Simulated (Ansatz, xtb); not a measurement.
**A geometry optimisation of H4Si3− with r2SCAN-D4/def2-SVPD**

The starting geometry of this gas-phase doublet has its atoms placed at random.

```xyz
7

Si    0.9924   -1.1608   -0.0719
Si   -0.2172    1.1733   -0.6893
Si   -0.8156   -0.2998    0.8082
H    -1.7808   -0.2335   -0.4941
H    -0.8427    0.8958    1.5867
H     0.3782   -0.8201    1.4634
H     1.7291   -0.0739   -0.0175
```

**Question.** One run relaxed it with r2SCAN-D4/def2-SVPD. What is a likely outcome?

**Answer.** It ends as a structure with H6 bridging Si1 and Si3, given below by its coordinates. Distances that change by over a tenth: Si1–Si3 (2.19 → 2.55 Å), Si1–H7 (1.31 → 1.52 Å), Si2–Si3 (2.18 → 2.45 Å), Si3–H6 (1.46 → 1.67 Å). Contacts that open: Si3–H4 (1.62 → 2.90 Å). Contacts that close: Si1–Si2 (2.70 → 2.34 Å), Si2–H4 (2.11 → 1.54 Å).

The energy falls by 3.46 eV over 22 steps:

```json
{"step": "1", "E − E(last) (eV)": "3.457"}
{"step": "3", "E − E(last) (eV)": "1.116"}
{"step": "6", "E − E(last) (eV)": "0.759"}
{"step": "8", "E − E(last) (eV)": "0.682"}
{"step": "10", "E − E(last) (eV)": "0.491"}
{"step": "13", "E − E(last) (eV)": "0.122"}
{"step": "15", "E − E(last) (eV)": "0.030"}
{"step": "17", "E − E(last) (eV)": "0.007"}
{"step": "20", "E − E(last) (eV)": "0.000"}
{"step": "22", "E − E(last) (eV)": "0.000"}
```

Final geometry (Å):

```xyz
7

Si    0.8859   -0.5881   -0.2711
Si   -0.8663    0.8102   -0.9265
Si   -1.0020   -0.0550    1.3593
H    -1.7019   -0.3738   -1.4366
H    -0.0445    0.8329    2.1599
H     0.1583   -1.2449    1.2155
H     2.0140    0.0996    0.4850
```

From the same start GFN2-xTB ends elsewhere, in pieces: H3Si3 + H.

From so rough a start the end depends on the optimiser's path, so another program may land elsewhere. No frequencies were run, so the end isn't proven a minimum. Open shells are spin-unrestricted. Run with Ansatz 0.2.0, 73 s on 2 threads of Intel(R) Xeon(R) 6975P-C (Granite Rapids) (shared host).
